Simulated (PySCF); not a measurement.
C3H3F3.
Bonds: C1–C2 (double), C2–C3, C3–F4, C3–F5, C3–F6. Hydrogens: H7, H8 on C1; H9 on C2.

Computed, not measured: PBE0-D3(BJ)/def2-SVP geometry optimisation, gas phase in PySCF.

**Question.** Give the optimised bond lengths and angles.

**Answer.** 
```tsv
bond	length (bohr)	order
C1=C2	2.512	double
C2–C3	2.825	single
C3–F4, C3–F5, C3–F6	2.526	single
C1–H7	2.064	single
C1–H8	2.065	single
C2–H9	2.067	single
```

Bonds in one row agree within 0.02 bohr and their mean is given. Orders are formal, as drawn. A selection of angles:
```tsv
angle	degrees
C2–C1–H7	121.1
C2–C1–H8	121.2
H7–C1–H8	117.8
C1–C2–C3	123.3
C1–C2–H9	122.5
C3–C2–H9	114.3
C2–C3–F4	112.6
C2–C3–F5	111.0
F4–C3–F5	107.6
```

Dihedral angles: C1–C2–C3–F4 0° (synperiplanar).

Of the pairs four or more bonds apart, F4···H8 is among the closest relative to their van der Waals radii: 2.42 Å, 91 % of the sum of Bondi's values. The C–C distances run from 1.329 Å (C1=C2, drawn double) to 1.495 Å (C2–C3, drawn single), a spread of 0.166 Å.

Point group: Cs (every atom within 0.08 Å of its image). No frequency check.

The run took about 23 s of CPU time (one thread, shared machine). That covers the optimisation of the geometry.
